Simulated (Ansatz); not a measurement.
## Worked example: correlation energy of [H···H···GeH$_{3}$], doublet

Geometry: a point of a hydrogen-transfer path between rigid fragments, not a stationary point.

```csv
atom,x (Å),y (Å),z (Å)
H,-2.8280,0.0000,0.0000
H,-1.6590,0.0000,0.0000
Ge,0.0410,0.0000,0.0000
H,0.5097,-1.4659,0.0000
H,0.5097,0.7330,-1.2695
H,0.5097,0.7330,1.2695
```

Basis cc-pVDZ; Ansatz 0.2.0. Only valence electrons are correlated (noble-gas cores and the filled d shells of p-block atoms frozen), which leaves 9 electrons in 38 orbitals. R marks a restricted (for open shells ROHF) determinant. No spin–orbit coupling is included, and no scalar relativity.

Full CI isn't at hand for all of this; RCCSDTQ serves as the reference, and is uncertain by about the last step of the cluster series.

Runs differ by some tens of microhartree through their thresholds and, for an open shell, their frozen cores, so steps under 0.03 kcal/mol mean nothing.

| level | total energy (hartree) |
| --- | --- |
| RHF | -2078.117116 |
| RMP2 | -2078.242495 |
| RCCSD | -2078.276799 |
| RCCSD(T) | -2078.279815 |
| RCCSDT | -2078.280552 |
| RCCSDT(Q) | -2078.280640 |
| RCCSDTQ | -2078.280663 |

Question: What is the correlation energy at RCCSDTQ, and what share of it do RMP2 and RCCSDT recover?

Answer: E(corr) = -2078.280663 − (-2078.117116) = -0.163547 hartree = -4.450 eV. RMP2: -0.125379 / -0.163547 = 76.66 %. RCCSDT: -0.163436 / -0.163547 = 99.93 %.

Question: By how many kcal/mol does RCCSD(T) miss RCCSDTQ (1 hartree = 627.509 kcal/mol), and which steps make up the rest?

Answer: -2078.279815 − (-2078.280663) = 0.000848 hartree = 0.53 kcal/mol. Steps: RCCSDT − RCCSD(T) = -0.46, RCCSDT(Q) − RCCSDT = -0.06, RCCSDTQ − RCCSDT(Q) = -0.01 kcal/mol. That is within 1 kcal/mol of the reference in this basis, which itself misses far more of the correlation at the basis-set limit.
